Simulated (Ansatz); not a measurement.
## Ansatz (development build ahead of 0.2.0) run

```yaml
crystal:
  periodic: [false, false, false]
  atoms:
    - { symbol: S, position_ang: [0.01082, -0.01842, -0.90678] }
    - { symbol: S, position_ang: [-0.02943, -0.0252, 0.92038] }
basis:
  gaussian: { orbitals: def2-TZVP }
magnetization:
  spin_polarized: true
  initial_magnetization: 2
hamiltonian:
  xc: hf
correlation:
  method: mp2
  frozen_orbitals: { S: 5 }
```

The input is written out in the form of the current development build from the run's settings.

The run gave:

| Item | Value |
| --- | --- |
| Converged | yes |
| Reference energy | -795.08480 hartree |
| Correlation energy | -0.30401 hartree |
| Total energy | -795.38881 hartree |
| Spin squared of the determinant | 2.054 |
